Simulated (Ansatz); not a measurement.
A nudged elastic band was laid between two geometries of BH4N (6 atoms, charge 0, multiplicity 1).

These are results of Ansatz 0.2.0, RKS B3LYP-D4/def2-SVP, not measurements.

- movable images: 9
- climbing image: yes
- spring: 5.0 eV/Å²
- optimiser: quadratic models (default)
- start path: through a guess of the saddle point
- force threshold: 0.03 eV/Å
- iteration limit: 60
- end points: relaxed

Image 0:

```xyz
6
Properties=species:S:1:pos:R:3
B 0.435 0.016 0.112
N 0.724 -0.016 1.471
H 0.018 -0.137 2.188
H 1.662 0.080 1.843
H 1.336 0.164 -0.678
H -0.712 -0.106 -0.249
```

Image 10:

```xyz
6
Properties=species:S:1:pos:R:3
B 0.046 0.322 -0.351
N 0.941 -0.137 0.997
H 0.550 -0.735 1.749
H 1.164 0.781 1.410
H 1.839 -0.524 0.703
H -1.076 0.293 0.180
```

**Question.** Which bonds break or form, and what moves?

**Answer.** Bonds broken: B1–H5. Bonds formed: N2–H5.

**Question.** What energy profile does the band end with?

**Answer.** The forces met the threshold. The highest image is number 6 of 0 to 10, 4.91 eV above the first end and 0.37 eV above the last; the last end lies 4.55 eV above the first. Neighbouring images differ by up to 1.6 eV, so the band resolves the path poorly. A vibrational analysis at the climbing image gives one clearly imaginary mode, 1357i cm⁻¹: a first-order saddle point. The orbitals stay closed-shell, which can raise the energy where a bond breaks towards radicals; this wasn't checked here.

| image | path coordinate (Å) | energy (eV) | B1–H5 (Å) | N2–H5 (Å) |
| --- | --- | --- | --- | --- |
| 0 | 0.00 | 0.00 | 1.21 | 2.24 |
| 1 | 0.28 | 0.12 | 1.20 | 2.17 |
| 2 | 0.57 | 0.50 | 1.20 | 2.07 |
| 3 | 0.85 | 1.29 | 1.20 | 1.90 |
| 4 | 1.14 | 2.64 | 1.24 | 1.67 |
| 5 | 1.42 | 4.22 | 1.36 | 1.41 |
| 6 | 1.70 | 4.91 | 1.54 | 1.16 |
| 7 | 2.04 | 4.62 | 1.89 | 1.04 |
| 8 | 2.38 | 4.55 | 2.16 | 1.03 |
| 9 | 2.72 | 4.56 | 2.20 | 1.02 |
| 10 | 3.06 | 4.55 | 2.25 | 1.02 |

**Question.** What is the geometry of the highest image?

**Answer.** 
```xyz
6
Properties=species:S:1:pos:R:3
B 0.227 0.500 -0.118
N 0.809 -0.021 1.197
H 0.331 -0.583 1.940
H 1.587 0.507 1.595
H 1.398 -0.419 0.281
H -0.889 0.016 -0.207
```

Time of the run: 80 s on 1 thread of Intel(R) Xeon(R) Platinum 8559C (Emerald Rapids) (shared host), peak memory 0.11 GiB.
